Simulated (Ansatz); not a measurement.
Group exchange: HOF + C2H6O2 → H2O2 + C2H5FO

Species: HOF (hypofluorous acid) `OF`, singlet; C2H6O2 `COCO`, singlet; H2O2 `OO`, singlet; C2H5FO (methoxymethyl fluoride) `COCF`, singlet. The partners trade F for OH: O–F and C–OH bonds give way to O–OH and C–F.

Shapes, held fixed at every level: PBE0-D4/def2-TZVP. Flexible molecules stand in one conformer, not always the lowest. Programs: Ansatz 0.2.0. Electronic energies: no zero-point or thermal term.

```
               level                   kind  ΔE (kJ/mol)  less CCSD(T)/CBS estimate
       HF/def2-TZVPP           Hartree–Fock        -96.0                      -12.6
   PBE-D4/def2-TZVPP                    GGA        -78.4                       +5.0
 B3LYP-D4/def2-TZVPP          global hybrid        -82.7                       +0.7
  PBE0-D4/def2-TZVPP          global hybrid        -82.8                       +0.6
      MP2/def2-TZVPP    perturbation theory        -86.1                       -2.7
     CCSD/def2-TZVPP  coupled cluster or CI        -84.5                       -1.1
CCSD(T)/CBS estimate  coupled cluster or CI        -83.4                        0.0
```

The highest level, CCSD(T)/CBS estimate, gives ΔE = -83.4 kJ/mol; the levels span -96.0 to -78.4. The column of differences is taken from that level and isn't an error. No measured value is set beside it here. The CBS estimate extrapolates MP2 from def2-TZVPP and def2-QZVPP and adds CCSD(T) − MP2 in the triple-zeta set, cores frozen.
